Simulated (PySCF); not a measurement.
C₃H₇, SMILES C[CH]C, doublet (PBE0/def2-SVP optimised geometry):

```
10

C      0.776    -1.054     0.000
C      0.215     0.322     0.000
C     -1.220     0.571    -0.291
H      1.876    -1.054     0.000
H      0.434    -1.633    -0.876
H      0.457    -1.635     0.891
H      0.806     1.128     0.446
H     -1.426     1.635    -0.482
H     -1.876     0.266     0.552
H     -1.565    -0.007    -1.166
```

Level of theory: unrestricted PBE0/def2-TZVP (PySCF).

**Question.** What are the frontier orbital energies (α orbitals alone; a β orbital can be the lowest empty one) and the dipole moment?

**Answer.** HOMO-2 -9.97 eV, HOMO-1 -9.71 eV, HOMO -5.38 eV, LUMO 1.42 eV, LUMO+1 2.32 eV; dipole moment 0.22 D.

On the same geometry unrestricted PBE/def2-TZVP run with PySCF 2.14.0 gives HOMO-2 -8.52 eV, HOMO-1 -8.27 eV, HOMO -4.05 eV, LUMO 0.63 eV, LUMO+1 1.48 eV; dipole moment 0.24 D.

Meta-Löwdin charges at PBE0/def2-TZVP: C1 -0.34, C2 -0.12, C3 -0.34, H4 0.12, H5 0.11, H6 0.11, H7 0.11, H8 0.12, H9 0.11, H10 0.11.
